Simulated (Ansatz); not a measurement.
**Wavefunction methods compared: CH₃, doublet**

Calculated in Ansatz's Gaussian-basis code; BCCD by scripts on PySCF. Nonrelativistic, STO-3G, 1 core orbital frozen. Perturbation and coupled-cluster methods stand on the Hartree–Fock determinant that coupled cluster favours; RHF here means ROHF, with semicanonical perturbation theory. The state met can differ between shapes. Small basis; these aren't basis-limit values.

Shape A. A bond is stretched, to 1.58 times the sum of the covalent radii.

```
atom    x (Å)    y (Å)   z (Å)
   C   0.0000   0.0000  0.0000
   H   0.0000   1.6940  0.0000
   H   0.9340  -0.5400  0.0000
   H  -0.9340  -0.5400  0.0000
```

Shape B:

```xyz
4

C     0.0000    0.0000    0.0000
H     0.0000    1.1329    0.0000
H     0.9340   -0.5400    0.0000
H    -0.9340   -0.5400    0.0000
```

Correlation energy of CCSD(T), then each method's total less that of CCSD(T), in eV:

```tsv
case	E corr CCSD(T)	CCSD	BCCD	BCCD(T)	determinant
A RHF	-2.900	+0.014	+0.013	0.000	–
A UHF	-2.127	+0.013	+0.007	-0.006	⟨S²⟩ = 1.206
B RHF	-1.751	+0.004	+0.004	0.000	–
B UHF	-1.621	+0.004	+0.004	0.000	⟨S²⟩ = 0.767
```

Task: How far does full CI lie from CCSD(T) in each case, and where is CCSD(T) within 1 kcal/mol (0.043 eV)?

Result: A RHF: -0.007 eV (within); A UHF: -0.015 eV (within, spin-contaminated determinant); B RHF: -0.002 eV (within); B UHF: -0.002 eV (within).
